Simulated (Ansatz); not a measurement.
Born–Oppenheimer molecular dynamics of BClFH3 (6 atoms, charge 0, multiplicity 1). It starts at the highest image of a converged band, a first-order saddle point between two minima.

Method: UKS PBE0-D4/def2-SVP in Ansatz 0.2.0.

* ensemble: NVE (velocity Verlet)
* time step: 0.5 fs
* steps asked: 200
* starting velocities drawn for: 100 K
* seed: 4550

Frames 5 fs apart, positions in Å.

Velocities at 25.0 fs (Å/ps):

```
B 5.45 -7.36 -5.27
Cl -0.14 0.81 -1.09
H -15.81 -6.56 -0.83
H 7.21 18.14 -0.65
H -7.50 5.14 25.77
F -1.98 1.78 3.74
```

```xyz
6
Properties=species:S:1:pos:R:3 time_fs=25.0 energy_less_start_eV=-0.109 T=311
B -0.042 0.221 -0.487
Cl 0.851 -1.361 0.217
H 0.766 1.085 -0.690
H -1.003 -0.068 -1.161
H -0.135 -0.296 1.349
F -0.584 0.534 1.009
6
Properties=species:S:1:pos:R:3 time_fs=30.0 energy_less_start_eV=-0.165 T=419
B -0.009 0.175 -0.508
Cl 0.850 -1.357 0.210
H 0.717 1.089 -0.727
H -0.979 0.015 -1.175
H -0.191 -0.222 1.440
F -0.596 0.543 1.032
6
Properties=species:S:1:pos:R:3 time_fs=35.0 energy_less_start_eV=-0.173 T=435
B 0.033 0.121 -0.522
Cl 0.849 -1.352 0.199
H 0.732 1.103 -0.782
H -0.988 0.023 -1.198
H -0.223 -0.179 1.531
F -0.616 0.561 1.060
6
Properties=species:S:1:pos:R:3 time_fs=40.0 energy_less_start_eV=-0.219 T=525
B 0.073 0.082 -0.542
Cl 0.849 -1.349 0.185
H 0.754 1.007 -0.787
H -0.932 -0.068 -1.150
H -0.264 -0.109 1.579
F -0.641 0.583 1.093
6
Properties=species:S:1:pos:R:3 time_fs=45.0 energy_less_start_eV=-0.204 T=495
B 0.105 0.050 -0.561
Cl 0.852 -1.351 0.171
H 0.863 0.978 -0.785
H -0.930 -0.213 -1.127
H -0.276 -0.088 1.642
F -0.671 0.614 1.127
6
Properties=species:S:1:pos:R:3 time_fs=50.0 energy_less_start_eV=-0.182 T=452
B 0.128 0.031 -0.589
Cl 0.861 -1.361 0.159
H 0.893 0.938 -0.785
H -0.909 -0.279 -1.127
H -0.312 -0.025 1.651
F -0.702 0.647 1.163
6
Properties=species:S:1:pos:R:3 time_fs=55.0 energy_less_start_eV=-0.244 T=571
B 0.141 0.017 -0.623
Cl 0.875 -1.379 0.151
H 0.851 0.945 -0.807
H -0.879 -0.217 -1.163
H -0.322 -0.011 1.683
F -0.735 0.684 1.198
6
Properties=species:S:1:pos:R:3 time_fs=60.0 energy_less_start_eV=-0.231 T=546
B 0.150 0.004 -0.656
Cl 0.893 -1.402 0.146
H 0.821 1.021 -0.840
H -0.923 -0.119 -1.249
H -0.348 0.024 1.687
F -0.766 0.722 1.233
6
Properties=species:S:1:pos:R:3 time_fs=65.0 energy_less_start_eV=-0.180 T=448
B 0.153 0.004 -0.696
Cl 0.909 -1.423 0.140
H 0.777 0.994 -0.826
H -0.881 -0.067 -1.265
H -0.378 0.062 1.690
F -0.797 0.759 1.267
6
Properties=species:S:1:pos:R:3 time_fs=70.0 energy_less_start_eV=-0.178 T=444
B 0.161 -0.005 -0.724
Cl 0.923 -1.440 0.130
H 0.844 0.999 -0.788
H -0.902 -0.127 -1.284
H -0.390 0.066 1.712
F -0.829 0.797 1.299
6
Properties=species:S:1:pos:R:3 time_fs=75.0 energy_less_start_eV=-0.169 T=428
B 0.179 -0.022 -0.737
Cl 0.932 -1.449 0.117
H 0.898 0.947 -0.762
H -0.890 -0.237 -1.284
H -0.431 0.117 1.705
F -0.857 0.831 1.330
6
Properties=species:S:1:pos:R:3 time_fs=80.0 energy_less_start_eV=-0.172 T=433
B 0.205 -0.057 -0.736
Cl 0.937 -1.453 0.101
H 0.900 0.894 -0.781
H -0.807 -0.307 -1.266
H -0.447 0.124 1.724
F -0.885 0.864 1.359
```

Of the whole run (100 fs, mean temperature of the second half 434 K): The conserved energy stayed within 0.084 meV per atom of its start (net change -0.012 meV per atom), so the integration is sound. The system heated up, since it started high on the potential surface and ran downhill. A run of 0.1 ps of so small a system gives no equilibrium averages. The orbitals stay closed-shell, which can raise the energy where a bond breaks towards radicals; this wasn't checked here.

Time of the run: 2.9 min on 2 threads of Intel(R) Xeon(R) Platinum 8488C (Sapphire Rapids) (shared host), peak memory 0.15 GiB.
